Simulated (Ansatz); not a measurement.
**AlP2H (triplet): the correlation ladder at a displaced geometry (v1), cc-pVDZ**

The task here is to estimate one member of a computed series from the others.

Method: cc-pVDZ, core rule «outside noble gas», up to 15 orbitals frozen; program: Ansatz 0.2.0, Gaussian basis.

To be run: UHF; CCSD(T) on ROHF; CCSD(T) on UHF; BCCD(T) on ROHF; CISD; CCSDT(Q) on ROHF; CCSDT(Q) on UHF.

30 further runs of the same task are left out: 4 for a known fault of the program, 9 that didn't finish, 17 set aside as unsound or not needed.

## What is computed

The geometry is a PBE0/def2-TZVP stationary point (not a proven minimum) with its atoms shifted at random (size 0.040 Å).

4 atoms, charge 0, spin multiplicity 3.

Atoms are counted from 1 here; the program's logs count them from 0.

Bond lengths: Al1–P2 2.387 Å, P2–P3 2.102 Å, P2–H4 1.416 Å. Angles: Al1–P2–P3 145.5°, Al1–P2–H4 108.7°, P3–P2–H4 105.7°.

Coordinates:

```xyz
4
AlHP2
Al   -0.0153   -0.2717    2.2906
P    -0.0161    0.4104    0.0036
P     0.0318   -0.2331   -1.9973
H    -0.0710    1.8241   -0.0490
```

Set-up of the first run:

in.yaml reads:

```yaml
crystal:
  periodic: [false, false, false]
  atoms:
    - {symbol: Al, position_ang: [-0.015323, -0.271717, 2.290630]}
    - {symbol: P, position_ang: [-0.016148, 0.410427, 0.003551]}
    - {symbol: P, position_ang: [0.031808, -0.233090, -1.997346]}
    - {symbol: H, position_ang: [-0.071030, 1.824060, -0.049025]}
basis:
  gaussian: {orbitals: cc-pVDZ}
magnetization: {spin_polarized: true, initial_magnetization: 2}
hamiltonian: {xc: hf}
output: {orbitals: {seedname: orbitals}}
```

The run is started by

```bash
$ ansatz run in.yaml --threads 1 --pin off --events-out ev --progress --plain --max-ram 2393MiB
```

Among the steps run: UHF; CCSD(T) on ROHF; CCSD(T) on UHF; BCCD(T) on ROHF; CISD; CCSDT(Q) on ROHF; CCSDT(Q) on UHF.

One table of the session follows, with a row left open; its other results are not shown here.

```
   method  from UCCSDT(Q) (kcal/mol)
     ROHF                    +194.07
      UHF                          ?
     RMP2                     +37.01
     UMP2                     +38.25
     CISD                     +32.41
    RCCSD                      +9.20
    UCCSD                      +9.07
 RCCSD(T)                      +1.82
 UCCSD(T)                      +1.84
  BCCD(T)                      +1.71
   RCCSDT                      +0.68
   UCCSDT                      +0.67
RCCSDT(Q)                      +0.04
UCCSDT(Q)                          0
```

**Question.** Estimate the row for UHF.

**Answer.** from UCCSDT(Q) (kcal/mol): +189.35. In the column «from UCCSDT(Q) (kcal/mol)» it lies between UMP2 (+38.25) and ROHF (+194.07).

To keep in mind: Restricted and unrestricted rows rest on different reference determinants; where their highest levels disagree by more than a few hundredths of an eV, they describe different states and don't form one ladder.
